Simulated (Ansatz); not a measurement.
Process, species as SMILES: ClCCl → Cl[CH2] (CH2-Cl) + Cl atom
B3LYP-D3(BJ)/def2-TZVP geometries, fixed; electronic energies without zero-point terms.

Basis-set convergence of the bond dissociation energy at HF with Ansatz (a program for electronic structure). Cartesian d functions, on some or all atoms, in 6-31G**, 6-31+G*; all else is spherical. Open shells are unrestricted. No added dispersion term, no relativity. Functions are those of the species that has most. Reference: the value in aug-pcseg-3, 48.57 kcal/mol, itself unsure by roughly 0.08 kcal/mol (its mean distance from aug-cc-pV(Q+d)Z, cc-pV(5+d)Z, def2-QZVPPD). Deviations are taken from unrounded values.

| basis | functions | bond dissociation energy (kcal/mol) | minus reference (kcal/mol) |
|---|---|---|---|
| def2-SV(P) | 54 | 47.19 | -1.39 |
| 6-31G** | 63 | 47.49 | -1.09 |
| 6-31+G* | 69 | 47.38 | -1.19 |
| pcseg-2 | 126 | 48.65 | 0.07 |
| def2-TZVPP | 143 | 48.50 | -0.07 |
| aug-pcseg-2 | 192 | 48.97 | 0.39 |
| aug-cc-pV(T+d)Z | 202 | 48.56 | -0.02 |
| pcseg-3 | 254 | 48.63 | 0.05 |
| def2-QZVPP | 257 | 48.47 | -0.11 |
